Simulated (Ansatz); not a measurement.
# AlPNH+ (quartet): from Hartree-Fock to the top rungs, cc-pVDZ

The task here is to estimate one member of a computed series from the others.

Computed with Ansatz 0.2.0, Gaussian basis. Level: cc-pVDZ, core rule «outside noble gas», up to 11 orbitals frozen.

The runs, in order: UHF; CCSD(T) on ROHF; CCSD(T) on UHF; BCCD(T) on ROHF; CISD; CCSDT(Q) on ROHF; CCSDT(Q) on UHF.

25 further runs of the same task are left out: 5 for a known fault of the program, 7 that didn't finish, 13 set aside as unsound or not needed.

## What is computed

The geometry is a PBE0/def2-TZVP stationary point (not a proven minimum) of the parent state, kept for this charge and spin.

4 atoms, charge 1, spin multiplicity 4.

Atoms are counted from 1 here; the program's logs count them from 0.

Bond lengths: Al1–N3 1.841 Å, P2–N3 1.689 Å, N3–H4 1.016 Å. Angles: Al1–N3–P2 119.9°, Al1–N3–H4 124.3°, P2–N3–H4 115.8°.

As a file:

```xyz
4
charge 1, multiplicity 4
Al    0.0000    0.1944    1.6318
P     0.0000    0.1961   -1.4254
N     0.0000   -0.6861    0.0149
H     0.0000   -1.6967   -0.0856
```

The first run:

File in.yaml:

```yaml
crystal:
  periodic: [false, false, false]
  atoms:
    - {symbol: Al, position_ang: [0.000000, 0.194411, 1.631818]}
    - {symbol: P, position_ang: [0.000000, 0.196128, -1.425444]}
    - {symbol: N, position_ang: [0.000000, -0.686115, 0.014898]}
    - {symbol: H, position_ang: [0.000000, -1.696652, -0.085591]}
basis:
  gaussian: {orbitals: cc-pVDZ}
total_charge: 1
magnetization: {spin_polarized: true, initial_magnetization: 3}
hamiltonian: {xc: hf}
output: {orbitals: {seedname: orbitals}}
```

Run with:

```
> ansatz run in.yaml --threads 1 --pin off --events-out ev --progress --plain --max-ram 2393MiB
```

Among the steps run: UHF; CCSD(T) on ROHF; CCSD(T) on UHF; BCCD(T) on ROHF; CISD; CCSDT(Q) on ROHF; CCSDT(Q) on UHF.

One of the session's tables, all rows but one given; the rest of the session is left out.

```
   method  from UCCSDT(Q) (kcal/mol)
     ROHF                    +198.17
      UHF                    +193.66
     RMP2                          ?
     UMP2                     +24.63
     CISD                     +26.06
    RCCSD                      +8.75
    UCCSD                      +8.64
 RCCSD(T)                      +1.63
 UCCSD(T)                      +1.66
  BCCD(T)                      +1.68
   RCCSDT                      +0.87
   UCCSDT                      +0.86
RCCSDT(Q)                      +0.18
UCCSDT(Q)                          0
```

Estimate the missing values for RMP2.

As computed: from UCCSDT(Q) (kcal/mol): +23.89. In the column «from UCCSDT(Q) (kcal/mol)» it lies between RCCSD (+8.75) and UMP2 (+24.63).

Limits of these values: Restricted and unrestricted rows rest on different reference determinants; where their highest levels disagree by more than a few hundredths of an eV, they describe different states and don't form one ladder.
